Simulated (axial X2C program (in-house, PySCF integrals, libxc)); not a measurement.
**Outer orbitals of AlB⁺ at 2.762 Å, PBE0**

All values were computed with an in-house relativistic program for diatomic molecules. Spin-free means the one-electron spin-free X2C Hamiltonian; two-component (2c) means X2C with spin–orbit coupling and atomic mean-field two-electron Coulomb and Gaunt terms, so the difference of the two also holds small scalar two-electron terms. Basis: Al dyall-v3z [8s8p2d1f], B dyall-v3z [7s6p2d1f] (cores contracted in-house); Gaussian nuclei, density fitting, unrestricted open shells. Masses: Al 26.982 u, B 11.009 u.

The distance is close to the 2c PBE0 minimum; the highest filled and lowest empty levels are listed.

Spin-free orbitals, state M_S = 1/2, Λ = 0 (beyond evenly filled blocks: σα) (Löwdin shares):

| symmetry | occupied | ε (eV) | atomic character |
| --- | --- | --- | --- |
| σα | yes | -17.71 | 72% B s, 14% Al s, 7% Al p |
| σβ | yes | -16.83 | 66% B s, 20% Al s, 7% Al p |
| σα | yes | -14.67 | 64% Al s, 18% B p, 14% B s |
| σβ | yes | -13.91 | 66% Al s, 19% B s, 8% B p |
| σα | yes | -11.50 | 59% B p, 25% Al p, 12% Al s |
| π+α | no | -8.60 | 73% B p, 24% Al p, 2% Al d |
| π-α | no | -8.60 | 73% B p, 24% Al p, 2% Al d |
| π+β | no | -8.39 | 69% B p, 28% Al p, 2% Al d |
| π-β | no | -8.39 | 69% B p, 28% Al p, 2% Al d |

Spinors with spin–orbit coupling (state Ω = 1/2):

```csv
ω,occupied,ε (eV),atomic character,λ mixture
1/2,yes,-17.71,"72% B s, 14% Al s, 7% Al p",100% σ
-1/2,yes,-16.83,"66% B s, 20% Al s, 7% Al p",100% σ
1/2,yes,-14.67,"64% Al s, 18% B p, 14% B s",100% σ
-1/2,yes,-13.91,"66% Al s, 19% B s, 8% B p",100% σ
1/2,yes,-11.49,"59% B p, 25% Al p, 12% Al s",100% σ
-1/2,no,-8.60,"73% B p, 24% Al p, 2% Al d",100% π
3/2,no,-8.59,"73% B p, 24% Al p, 2% Al d",100% π
1/2,no,-8.39,"69% B p, 28% Al p, 2% Al d",100% π
-3/2,no,-8.39,"69% B p, 28% Al p, 2% Al d",100% π
```

Mulliken charges and populations of the two-component result (they depend on the basis, above all on diffuse functions):

Al 0.70 e (s 5.94 p 6.33 d 0.03), B 0.30 e (s 3.91 p 0.78 d 0.01). ⟨Lz⟩ = 0.00 ħ and ⟨Sz⟩ = 0.50 ħ (0.14 and 0.36 on the two atoms), which add up to Ω.

The state is a single determinant with fixed occupations, the lowest that a limited PBE0 search found. Density functionals use the spin component along the axis (collinear).
